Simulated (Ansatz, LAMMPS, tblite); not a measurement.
**Diamond-structure Ge, elastic constant C12**

Reference value: 49 GPa (measured, low temperature, not corrected to a static lattice; as tabulated in Tanner et al. (2021), arXiv:2110.11888).

```json
[
 {"level (code)": "GFN2-xTB (tblite)", "value (GPa)": "36.7", "cell (Å³/atom)": "23.56"},
 {"level (code)": "SNAP Ge_Zuo_JPCA2020.snap (LAMMPS)", "value (GPa)": "40.7", "cell (Å³/atom)": "24.05"},
 {"level (code)": "LDA (Ansatz)", "value (GPa)": "…", "cell (Å³/atom)": "22.21"},
 {"level (code)": "PBE (Ansatz)", "value (GPa)": "36.7", "cell (Å³/atom)": "23.89"},
 {"level (code)": "r²SCAN (Ansatz)", "value (GPa)": "43.8", "cell (Å³/atom)": "22.84"},
 {"level (code)": "LC-ωPBE (Ansatz)", "value (GPa)": "…", "cell (Å³/atom)": "21.56"}
]
```

**Question.** Complete the blanks.

**Answer.** 
- LDA (Ansatz, a program for electronic structure), value (GPa): 46.9
- LC-ωPBE (Ansatz), value (GPa): 62.7

Differences against the reference: GFN2-xTB -25 %, SNAP Ge_Zuo_JPCA2020.snap -16.9 %, LDA -4.3 %, PBE -25 %, r²SCAN -10.6 %, LC-ωPBE +28 %.

Leaving aside SNAP Ge_Zuo_JPCA2020.snap, which can be fitted to such values or carry a doubt: Closest of these to the reference: LDA (-4.3 %). Farthest off: LC-ωPBE (+28 %). Within 20 %: LDA, r²SCAN.

The reference has no zero-point or thermal correction, while the calculations are for a static lattice, so the differences are not the levels' errors alone.  GFN2-xTB: the method was fitted mainly to molecules. GFN2-xTB: the run uses a supercell at the zone centre in place of a k mesh. LDA, PBE: the solid has no gap at this level, which affects its response. Each level is taken at its own relaxed cell. Cutoffs and k meshes differ between the levels. Ansatz's density-functional and Hartree–Fock values are scalar-relativistic unless marked +SOC, with PAW data made under PBE.

Machine-learned potentials (SNAP Ge_Zuo_JPCA2020.snap) are trained on DFT data, which may include these solids.

Differences are worked out from the printed values.
